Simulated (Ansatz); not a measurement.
AlH$_{6}$NSi, SMILES `N[SiH2][AlH2]` at its PBE0-D4/def2-TZVP geometry, where that method's forces vanish. Charge 0, multiplicity 1.

```json
{"atom": "N1", "x (Å)": "0.389", "y (Å)": "-0.222", "z (Å)": "1.615"}
{"atom": "Si2", "x (Å)": "0.086", "y (Å)": "-0.791", "z (Å)": "0.009"}
{"atom": "Al3", "x (Å)": "-0.603", "y (Å)": "1.095", "z (Å)": "-1.408"}
{"atom": "H4", "x (Å)": "0.843", "y (Å)": "0.667", "z (Å)": "1.744"}
{"atom": "H5", "x (Å)": "0.662", "y (Å)": "-0.868", "z (Å)": "2.339"}
{"atom": "H6", "x (Å)": "-0.983", "y (Å)": "-1.830", "z (Å)": "0.092"}
{"atom": "H7", "x (Å)": "1.244", "y (Å)": "-1.503", "z (Å)": "-0.634"}
{"atom": "H8", "x (Å)": "-1.303", "y (Å)": "0.857", "z (Å)": "-2.815"}
{"atom": "H9", "x (Å)": "-0.334", "y (Å)": "2.594", "z (Å)": "-0.940"}
```

(1) For each bond, give half the difference of the two atoms' forces along it (eV/Å; positive pushes the atoms apart) under PBE-D4, r2SCAN-D4, B3LYP-D4, ωB97M-V in def2-TZVPP. (An estimate is asked.)

## Answers

(1) Computed: 
```csv
bond,length (Å),PBE-D4,r2SCAN-D4,B3LYP-D4,ωB97M-V
N1–Si2,1.731,0.09,0.02,0.13,0.15
N1–H4,1.007,0.20,0.02,-0.01,-0.03
N1–H5,1.008,0.21,0.02,-0.01,-0.04
Si2–Al3,2.458,-0.11,-0.01,0.05,0.00
Si2–H6,1.493,0.09,-0.01,-0.10,-0.13
Si2–H7,1.503,0.06,0.00,-0.09,-0.13
Al3–H8,1.590,0.07,-0.02,-0.07,-0.10
Al3–H9,1.593,0.08,-0.02,-0.07,-0.10
```

B3LYP here is the variant with VWN-RPA as its local correlation; programs differ in this.
